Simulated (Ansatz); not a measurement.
**singlet CH4BO+: levels of theory compared**

We compute a comparison of 4 runs (HF/3-21G, B3LYP/def2-TZVP, BHLYP/def2-TZVP, r2SCAN/def2-TZVP) of singlet CH4BO+. 

The calculation is run with Ansatz 0.2.0.

34 further runs of the same task are left out: 34 set aside as unsound or not needed.

## Step 1: The system as given

The species is CH4BO+ (7 atoms), meant as a singlet with charge +1. SMILES of the parent species: `[BH]OC`. The coordinates come from a PBE0-D4/def2-TZVP relaxation. This is one conformer, not always the lowest. That shape belongs to the parent species and isn't relaxed for this state.

Bond lengths: B1–O2 1.320 Å, O2–C3 1.426 Å, B1–H4 1.207 Å, C3–H5 1.093 Å, C3–H6 1.090 Å, C3–H7 1.090 Å. Angles: B1–O2–C3 124.1°, O2–B1–H4 124.7°, O2–C3–H5 110.9°, O2–C3–H6 108.4°, O2–C3–H7 108.4°, H5–C3–H6 109.9°, H5–C3–H7 109.9°, H6–C3–H7 109.2°.

## Step 2: The energy at HF/3-21G (run 1)

Input file molecule.yaml:

```yaml
crystal:
  periodic: [false, false, false]
  atoms:
    - {symbol: B, position_ang: [-1.319600, -1.025700, -0.172900]}
    - {symbol: O, position_ang: [-0.272400, -0.707100, 0.564500]}
    - {symbol: C, position_ang: [0.642200, 0.338600, 0.243900]}
    - {symbol: H, position_ang: [-1.628500, -0.474200, -1.201600]}
    - {symbol: H, position_ang: [0.357800, 0.834000, -0.687600]}
    - {symbol: H, position_ang: [0.643000, 1.059300, 1.062300]}
    - {symbol: H, position_ang: [1.638900, -0.092800, 0.145600]}
basis:
  gaussian:
    orbitals: 3-21G.json
total_charge: 1
hamiltonian:
  xc: hf
accuracy: high
output: {orbitals: {seedname: orbitals}}
```

The basis set 3-21G is read from a file made from the Basis Set Exchange's data (not shown).

Command:

```console
$ ansatz run molecule.yaml --threads 1 --pin off --max-ram 3480MiB --events-out events.jsonl --progress --plain --runs-dir runs
```

The program printed:

```text
Warning: RAYON_NUM_THREADS=1 ignored (pool sized by the plan → 1); use --threads N
Functional definition: HF
  name "HF"
  exchange = exact_x
  correlation = 0
789 factors; integrals over basis functions are off by at most 7.5e-9 eV
mean field evaluation 1: about -3767.9399 eV, gradient 4.9e1 eV
mean field evaluation 2: about -3767.9261 eV, gradient 4.9e1 eV
mean field evaluation 4: about -3772.8512 eV, gradient 2.9e0 eV
mean field evaluation 8: about -3772.8849 eV, gradient 6.1e-4 eV
mean field -3772.88486493 eV, -138.6509614330 hartree, gradient 1.3e-8 eV, S^2 0.000000; 0 other end points of the search recorded, 0 dependent functions left out
reference -3772.88486493 eV, -138.6509614330 hartree; 11, 11 occupied and 24, 24 virtual orbitals, 789 factors
Total energy: -3772.88486493 eV, -138.6509614330 hartree
```

Run time: 0.24 s. Hardware: 1 thread of Arm Neoverse V1, shared host.

## Step 3: A single-point energy at B3LYP/def2-TZVP (run 2)

Input file input.yaml:

```yaml
crystal:
  periodic: [false, false, false]
  atoms:
    - symbol: B
      position_ang: [-1.319600, -1.025700, -0.172900]
    - symbol: O
      position_ang: [-0.272400, -0.707100, 0.564500]
    - symbol: C
      position_ang: [0.642200, 0.338600, 0.243900]
    - symbol: H
      position_ang: [-1.628500, -0.474200, -1.201600]
    - symbol: H
      position_ang: [0.357800, 0.834000, -0.687600]
    - symbol: H
      position_ang: [0.643000, 1.059300, 1.062300]
    - symbol: H
      position_ang: [1.638900, -0.092800, 0.145600]
basis:
  gaussian:
    orbitals: def2-TZVP
hamiltonian:
  xc: {name: B3LYP}
output: {orbitals: {seedname: orbitals}}
accuracy: high
total_charge: 1
```

Command:

```console
$ ansatz run input.yaml --threads 1 --pin off --max-ram 3480MiB --events-out events.jsonl --progress --plain --runs-dir runs
```

The program printed:

```text
Warning: RAYON_NUM_THREADS=1 ignored (pool sized by the plan → 1); use --threads N
Functional definition: B3LYP
  name "B3LYP"
  parameter a0 = 0.2
  parameter ax = 0.72
  parameter ac = 0.81
  exchange = (1 - a0 - ax)*slater_x + ax*b88_x + a0*exact_x
  correlation = (1 - ac)*vwn_rpa_c + ac*lyp_c
2137 factors; integrals over basis functions are off by at most 3.8e-9 eV
mean field evaluation 1: about -3801.9065 eV, gradient 9.2e1 eV
mean field evaluation 2: about -3697.5645 eV, gradient 2.0e2 eV
mean field evaluation 4: about -3817.2708 eV, gradient 1.5e1 eV
mean field evaluation 8: about -3817.7326 eV, gradient 6.6e-1 eV
mean field evaluation 16: about -3817.7335 eV, gradient 8.5e-5 eV
mean field -3817.73351944 eV, -140.2991190866 hartree, gradient 6.5e-8 eV, S^2 0.000000; 0 other end points of the search recorded, 0 dependent functions left out
reference -3817.73355704 eV, -140.2991204683 hartree; 11, 11 occupied and 106, 106 virtual orbitals, 2137 factors
Total energy: -3817.73355704 eV, -140.2991204683 hartree
```

Wall time 7.5 s (1 thread of Arm Neoverse V1, shared host); peak memory 0.33 GiB.

Run 3 isn't shown in full; the table further down has it.

## Step 4: The energy at r2SCAN/def2-TZVP (run 4)

Input file input.yaml:

```yaml
crystal:
  periodic: [false, false, false]
  atoms:
    - {symbol: B, position_ang: [-1.319600, -1.025700, -0.172900]}
    - {symbol: O, position_ang: [-0.272400, -0.707100, 0.564500]}
    - {symbol: C, position_ang: [0.642200, 0.338600, 0.243900]}
    - {symbol: H, position_ang: [-1.628500, -0.474200, -1.201600]}
    - {symbol: H, position_ang: [0.357800, 0.834000, -0.687600]}
    - {symbol: H, position_ang: [0.643000, 1.059300, 1.062300]}
    - {symbol: H, position_ang: [1.638900, -0.092800, 0.145600]}
basis:
  gaussian:
    orbitals: def2-TZVP
total_charge: 1
hamiltonian:
  xc: r2scan
accuracy: high
output: {orbitals: {seedname: orbitals}}
```

Command:

```console
$ ansatz run input.yaml --threads 1 --pin off --max-ram 3480MiB --events-out events.jsonl --progress --plain --runs-dir runs
```

The program printed:

```text
Warning: RAYON_NUM_THREADS=1 ignored (pool sized by the plan → 1); use --threads N
Functional definition: r2SCAN
  name "r2SCAN"
  parameter k0 = 0.174
  parameter k1 = 0.065
  parameter a1 = 4.9479
  exchange = r2scan_x(k0 = k0, k1 = k1, a1 = a1)
  correlation = r2scan_c
2137 factors; integrals over basis functions are off by at most 3.8e-9 eV
mean field evaluation 1: about -3798.9185 eV, gradient 9.3e1 eV
mean field evaluation 2: about -3683.3325 eV, gradient 2.1e2 eV
mean field evaluation 4: about -3814.5577 eV, gradient 1.8e1 eV
mean field evaluation 8: about -3815.1856 eV, gradient 2.5e-1 eV
mean field evaluation 16: about -3815.1857 eV, gradient 5.7e-6 eV
mean field -3815.18569891 eV, -140.2054884093 hartree, gradient 3.5e-8 eV, S^2 0.000000; 0 other end points of the search recorded, 0 dependent functions left out
reference -3815.18569984 eV, -140.2054884432 hartree; 11, 11 occupied and 106, 106 virtual orbitals, 2137 factors
Total energy: -3815.18569984 eV, -140.2054884432 hartree
```

Run time: 11 s. Hardware: 1 thread of Arm Neoverse V1, shared host; peak memory 0.33 GiB.

## Step 5: Overview of the runs

```csv
run,level,energy (Eh),HOMO energy (eV),LUMO energy (eV),HOMO–LUMO gap (eV),wall time
1,HF/3-21G,-138.650961,-19.76,-6.67,13.09,0.24 s
2,B3LYP/def2-TZVP,-140.299120,-15.97,-10.80,5.17,7.5 s
3,BHLYP/def2-TZVP,-140.216541,-17.54,-9.43,8.11,7.5 s
4,r2SCAN/def2-TZVP,-140.205488,-15.02,-11.17,3.86,11 s
```

## Step 6: What came out

| quantity | value |
| --- | --- |
| run 4: total energy | -140.20549 Eh |
| run 4: HOMO energy | -15.02 eV |
| run 4: LUMO energy | -11.17 eV |
| run 4: HOMO–LUMO gap | 3.86 eV |

The HOMO–LUMO gap runs from 3.86 eV (r2SCAN/def2-TZVP) to 13.09 eV (HF/3-21G). The two ends differ in method and basis. Totals of different functionals can't be ranked against each other. All runs together took 26 s, the longest 11 s.
